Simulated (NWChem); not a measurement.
**CH4BCl (SMILES CBCl): HF/6-311+G(d,p)**

We compute a geometry optimisation of CH4BCl. 

The results are computed with NWChem 7.3.0.

1 further run of the same task is left out (set aside as unsound or not needed).

## (1) The structure to begin with

CH4BCl has 7 atoms, charge 0, and is taken as a singlet. SMILES: `CBCl`. The shape is that of a PBE0-D4/def2-TZVP optimisation. The run starts from this shape.

Bond lengths: C1–B2 1.548 Å, B2–Cl3 1.750 Å, C1–H4 1.090 Å, C1–H5 1.097 Å, C1–H6 1.097 Å, B2–H7 1.194 Å. Angles: C1–B2–Cl3 121.7°, C1–B2–H7 122.7°, Cl3–B2–H7 115.6°, B2–C1–H4 114.9°, B2–C1–H5 109.5°, B2–C1–H6 108.9°, H4–C1–H5 109.3°, H4–C1–H6 109.0°, H5–C1–H6 104.9°.

## (2) A geometry optimisation at HF/6-311+G(d,p)

Input file job.nw:

```
START job
memory stack 880 mb heap 220 mb global 1100 mb

GEOMETRY
   C     -0.618500     0.323300    -0.126800
   B      0.777600    -0.313900     0.078200
   Cl     0.975400    -1.856900     0.880400
   H     -1.454000    -0.274000     0.237800
   H     -0.767500     0.541800    -1.191000
   H     -0.637600     1.302900     0.367500
   H      1.785800     0.208800    -0.291700
END

BASIS spherical bse
   * library 6-311+G**
END

SCF
   thresh 1e-08
   maxiter 80
   print low
END

DRIVER
   tight
   maxiter 40
END

TASK scf optimize
```

Launch:

```
$ nwchem job.nw > job.out
```

What values should one expect? Wanted: total energy at the end.

Answer, from the run:

At HF/6-311+G**:

| quantity | value |
| --- | --- |
| total energy at the end | -524.44897 Eh |

At the final geometry: Bond lengths: C1–B2 1.562 Å, B2–Cl3 1.775 Å, C1–H4 1.083 Å, C1–H5 1.090 Å, C1–H6 1.090 Å, B2–H7 1.185 Å. Angles: C1–B2–Cl3 121.8°, C1–B2–H7 122.7°, Cl3–B2–H7 115.5°, B2–C1–H4 114.5°, B2–C1–H5 109.4°, B2–C1–H6 108.9°, H4–C1–H5 109.1°, H4–C1–H6 108.9°, H5–C1–H6 105.8°. The optimisation took 7 steps and changed the energy by -0.014 eV.
